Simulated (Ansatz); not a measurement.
Ansatz (an electronic-structure program) input (CCSD(T)/6-31G*):

Ansatz 0.2 input:
```yaml
crystal:
  periodic: [false, false, false]
  atoms:
    - {symbol: C, position_ang: [-0.00000000, -0.00000000, -0.49689011]}
    - {symbol: N, position_ang: [0.00000000, 0.00000000, 0.64927938]}
    - {symbol: H, position_ang: [-0.00000000, -0.00000000, -1.56361504]}
basis:
  gaussian:
    orbitals: 6-31G*
magnetization: {spin_polarized: false}
correlation: {method: ccsd_t, electrons: outside_noble_gas}
```

Output:

```
Functional definition: HF
integrals: 0.00 GiB planned
314 factors; integrals over basis functions are off by at most 4.8e-4 eV
mean field: 0.05 GiB planned
mean field evaluation 1: about -2525.2708 eV, gradient 2.8e1 eV
mean field evaluation 2: about -2525.2729 eV, gradient 2.8e1 eV
mean field evaluation 4: about -2527.2228 eV, gradient 2.2e0 eV
mean field evaluation 8: about -2527.2477 eV, gradient 1.3e-4 eV
mean field evaluation 16: about -2527.2448 eV, gradient 1.8e-1 eV
mean field -2527.24771087 eV, -92.8746403444 hartree, gradient 2.1e-6 eV, S^2 0.000000; 0 other end points of the search recorded, 0 dependent functions left out
2 core orbitals not correlated
reference -2527.24771087 eV, -92.8746403444 hartree; 5, 5 occupied and 25, 25 virtual orbitals, 314 factors
second order -7.68053081 eV of doubles, -0.00000000 eV of singles
coupled cluster: 0.05 GiB planned
cycle   1  -7.55727076 eV  change    1.2e-1 eV  update   7.5e-2
cycle   2  -7.83423977 eV  change   -2.8e-1 eV  update   2.3e-2
cycle   3  -7.90127821 eV  change   -6.7e-2 eV  update   1.1e-2
cycle   4  -7.90567319 eV  change   -4.4e-3 eV  update   3.2e-3
cycle   5  -7.90908658 eV  change   -3.4e-3 eV  update   1.2e-3
cycle   6  -7.90917703 eV  change   -9.0e-5 eV  update   2.3e-4
cycle   7  -7.90924212 eV  change   -6.5e-5 eV  update   4.7e-5
cycle   8  -7.90926355 eV  change   -2.1e-5 eV  update   1.4e-5
cycle   9  -7.90925895 eV  change    4.6e-6 eV  update   4.2e-6
perturbative correction -0.31794926 eV, -0.0116844196 hartree
Total energy: -2535.47491908 eV, -93.1769846694 hartree
```
